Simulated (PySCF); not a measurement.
Stepwise substitution at one centre (Al Cl-I). Gas-phase values, no solvent. Strings in code marks are SMILES.

The HOMO–LUMO gap from two functionals at the same geometries (PBE0-D3(BJ)/def2-TZVP), both in PySCF: PBE-D3(BJ)/def2-TZVP and ωB97X-D3(BJ)/def2-TZVP. 

```
species                                         ωB97X-D3(BJ)/def2-TZVP (eV)
----------------------------------------------  ---------------------------
0 of 3 Cl replaced by I (`[Cl][Al]([Cl])[Cl]`)                        12.63
1 of 3 Cl replaced by I                                               11.00
2 of 3 Cl replaced by I (`[I][Al]([I])[Cl]`)                          10.43
3 of 3 Cl replaced by I (`[Al]([I])([I])[I]`)                          9.95
```

Problem. What does PBE-D3(BJ)/def2-TZVP give for each?

Solution. 
- 0 of 3 Cl replaced by I (`[Cl][Al]([Cl])[Cl]`): 5.84
- 1 of 3 Cl replaced by I: 4.72
- 2 of 3 Cl replaced by I (`[I][Al]([I])[Cl]`): 4.29
- 3 of 3 Cl replaced by I (`[Al]([I])([I])[I]`): 3.95
Over these rows, drawn at random from the members with no instability flagged (it was tested for open shells, ions and some series alone), PBE minus ωB97X-D3(BJ): mean -6.30 eV, from -6.79 eV to -6.00 eV.
